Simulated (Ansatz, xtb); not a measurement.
## Relative energy of two structures of HPSi2

We compare a, a singlet given by its coordinates, with b, a singlet given by its coordinates. Both are isolated molecules in the gas phase, relaxed with B3LYP/6-31G*.

a (Å):

| atom | x (Å) | y (Å) | z (Å) |
| --- | --- | --- | --- |
| P | -1.6029 | -0.5688 | 0.3335 |
| Si | 0.3166 | -0.1877 | -0.4806 |
| Si | -0.2202 | 0.8747 | 1.4469 |
| H | 0.8895 | -0.7659 | -1.7296 |

Close contacts (Å): P1–Si2 2.12, P1–Si3 2.29, Si2–Si3 2.27, Si2–H4 1.49.

b (Å):

```
atom    x (Å)    y (Å)    z (Å)
   P   1.0971  -0.7666  -0.9741
  Si  -0.9257   0.0144  -1.1150
  Si   0.2943  -0.7930   1.0449
   H  -1.2014  -0.1528   0.5537
```

Close contacts (Å): P1–Si2 2.17, P1–Si3 2.17, Si2–Si3 2.61, Si2–H4 1.70, Si3–H4 1.70.

Energies in hartree; the thermal terms are from B3LYP/6-31G* harmonic frequencies (ideal gas, rigid rotor, one conformer each, 298.15 K, 1 atm) and include the zero-point energy:

|  | a | b |
| --- | --- | --- |
| E, CCSD(T)/def2-TZVPP | −919.555070 | −919.569274 |
| zero-point energy | 0.010316 | 0.010253 |
| H(298 K) − E | 0.015416 | 0.015000 |
| G(298 K) − E | −0.017177 | −0.016427 |

Problem. Work out ΔE, ΔE₀, ΔH and ΔG for a → b in kJ/mol (1 Eh = 2625.50 kJ/mol) and the equilibrium ratio [b]/[a].

Solution. 1. ΔE = −919.569274 − (−919.555070) = −0.014204 Eh = −37.29 kJ/mol.
2. ΔE₀ = ΔE + ΔZPE = −0.014204 + (−0.000063) Eh = −37.46 kJ/mol.
3. ΔH = ΔE + (−0.000416) Eh = −38.38 kJ/mol.
4. ΔG = ΔE + (+0.000750) Eh = −35.32 kJ/mol, so ΔS = (ΔH − ΔG)/T = −10.3 J/(mol K).
5. kT = 0.9442 mEh, so K = [b]/[a] = exp(−ΔG/kT) = exp(+14.25) ≈ 1.5 × 10^6.

Structure b is favoured at this temperature. An error of 4 kJ/mol in ΔG would change K by a factor of 5. Large T1 diagnostics make the coupled-cluster value less sure. Mirror images and further conformers aren't counted.

Other levels gave ΔE = −31.4 (B3LYP/6-31G*); −24.5 (HF/def2-TZVPP); −36.6 (MP2/def2-TZVPP) kJ/mol. The correlated steps freeze 15 core orbitals. Programs: Ansatz 0.2.0.
